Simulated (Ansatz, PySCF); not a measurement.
System: NH$_{2}$, net charge 0, doublet state. 
Structure (B3LYP-D3(BJ)/def2-TZVP (Ansatz, a program for electronic structure) minimum search):
SMILES: [NH2]
```xyz
3

N      0.0046     0.0019     0.1418
H     -0.0276     0.7996    -0.5065
H     -0.0044    -0.8126    -0.4860
```
Charge 0, spin multiplicity 2.

Total electronic energies in hartree. Cores are frozen in the correlated levels unless marked. UHF or UKS for open shells. No spin-orbit coupling. No relativistic terms. CBS marks a two-point X^-3 extrapolation of the correlation energy; Hartree-Fock from the larger set (for Q and 5 zeta extrapolated as (X+1)exp(-9√X)). The bracket is a focal-point correction in the basis named.

| level | program | energy (Eh) |
|---|---|---|
| HF/6-31G | Ansatz | -55.53217 |
| HF/cc-pVDZ | Ansatz | -55.56699 |
| RI-HF/aug-cc-pVTZ | Ansatz | -55.58783 |
| PBE-D3(BJ)/def2-TZVPD | Ansatz + dftd3 | -55.83139 |
| BLYP-D4/def2-TZVPD | Ansatz + dftd4 | -55.88586 |
| B97M-V/def2-TZVPD | Ansatz | ___ |
| TPSSh-D3(BJ)/def2-TZVPD | PySCF + dftd3 | -55.90602 |
| r2SCAN0/def2-TZVPD | Ansatz | -55.86564 |
| CAM-B3LYP-D3(BJ)/def2-TZVPD | Ansatz + dftd3 | -55.87740 |
| wB97X-V/def2-TZVPD | Ansatz | -55.88029 |
| B2GP-PLYP/def2-TZVPD | Ansatz | -55.84440 |
| MP2/aug-cc-pVQZ | Ansatz | -55.79154 |
| MP2/cc-pVQZ | Ansatz | -55.78900 |
| MP2/def2-QZVPP | Ansatz | -55.78975 |
| RI-MP2/aug-cc-pVTZ | Ansatz | -55.77654 |
| RI-MP2/def2-TZVPPD | Ansatz | -55.77469 |
| CCSD/cc-pVTZ | Ansatz | -55.78795 |
| CCSD(T)/6-31G* | Ansatz | -55.71153 |
| CCSD(T)/cc-pVDZ | PySCF | -55.73272 |
| CCSD(T)/def2-TZVPPD | Ansatz | -55.79812 |
| RI-MP2/CBS(def2-TZVPPD,def2-QZVPPD)+[CCSD(T)-MP2]/def2-SVPD | Ansatz | -55.8229 |
| RI-MP2/CBS(def2-TZVPP,def2-QZVPP)+[CCSD(T)-MP2]/def2-QZVPP | Ansatz | -55.8218 |
| CCSD(T)/CBS(cc-pVQZ,cc-pV5Z) | Ansatz | -55.8209 |

Some entries are withheld; supply them.


- B97M-V/def2-TZVPD, energy (Eh): -55.89089
